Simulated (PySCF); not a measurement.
C4H6O2 (charge +1 and doublet state).
Z-matrix (Å and degrees, GFN2-xTB geometry), rows numbered from 1:
```
O 
C   1  1.1750
C   2  1.5139  1  130.83
C   3  1.5224  2  104.34  1   163.85
O   4  1.3947  3  108.25  2     6.00
C   5  1.3616  4  112.33  3    10.43
H   3  1.0968  2  105.19  1   -75.94
H   3  1.0921  2  112.80  1    40.12
H   4  1.1015  3  114.37  2  -112.58
H   4  1.1058  3  112.43  2   127.96
H   6  1.0967  2  116.83  1   -33.51
H   6  1.1089  2  101.38  1    83.86
```

The hyperfine couplings belong to this conformer and change with its torsions.

The species is `[O+]=C1CCOC1` [radical] (charge +1).

Theory: UKS B3LYP, pcH-1 on C H O, non-relativistic, mean-field spin-orbit, GIAO in PySCF. Geometry: GFN2-xTB, one conformer, isolated ion. Couplings are sensitive to structure, and on GFN2-xTB geometries they can be far from those on DFT ones, by a factor of two or more for some ions and for spin on atoms past the first row. Stability of the SCF solution: not tested.

Task: What is the g tensor, term by term?

Result: 
| Δg (ppt) | 1 | 2 | 3 |
| --- | --- | --- | --- |
| relativistic mass correction | -0.29 | -0.29 | -0.29 |
| gauge correction | 0.04 | 0.01 | 0.01 |
| orbital Zeeman/spin–orbit | 0.52 | 4.63 | 6.61 |
| total | 0.27 | 4.35 | 6.34 |

So g = 2.00259, 2.00667, 2.00866 and g_iso = 2.00597; the tensor is rhombic: the two nearest values differ by 33 % of g3 − g1. Axes: g2 points within 13° of the C3–H7 bond.

Task: What are the electron Larmor frequencies g μB B/h along the three axes at 350 mT?

Result: 9.8101, 9.8300, 9.8398 GHz for g1, g2 and g3, a range of 29.7 MHz.

Task: How much does each term add to the isotropic shift?

Result: The orbital-Zeeman/spin–orbit term 3.92, the mass correction -0.29 and the gauge correction 0.02 ppt, for a total of 3.65 ppt. The orbital-Zeeman/spin–orbit term is the largest in size. The mass correction is the same along every axis, so the anisotropy comes from the other two: their spans along these axes are 0.03 (gauge) and 6.10 ppt (orbital Zeeman/spin–orbit).

Task: At 9.436 GHz, how far is the centre of the isotropic spectrum from where a free electron (g = 2.002319) resonates?

Result: B = hν/(g μB) with μB/h = 13.99624 MHz/mT gives 336.70 mT for the free electron and 336.09 mT at g_iso, 0.61 mT lower.

Task: In a frozen sample, at which fields do the three g values resonate at 9.5, 34, 94 and 263 GHz (hyperfine left aside), and which band first spreads them over more than twice a line width of 0.5 mT?

Result: 
```tsv
band	GHz	B(g3) mT	B(g2) mT	B(g1) mT	spread mT
X	9.5	337.91	338.25	338.94	1.02
Q	34.0	1209.37	1210.57	1213.04	3.67
W	94.0	3343.57	3346.88	3353.70	10.14
J	263.0	9354.87	9364.15	9383.23	28.36
```

The spread grows in proportion to the frequency. X band is the first where it exceeds 1.0 mT.

The largest Mulliken spin populations are on O1 (+0.38), O5 (+0.31), C3 (+0.10) and C6 (+0.09).

The HOMO–LUMO gaps are 6.63 eV among the α and 2.24 eV among the β orbitals.
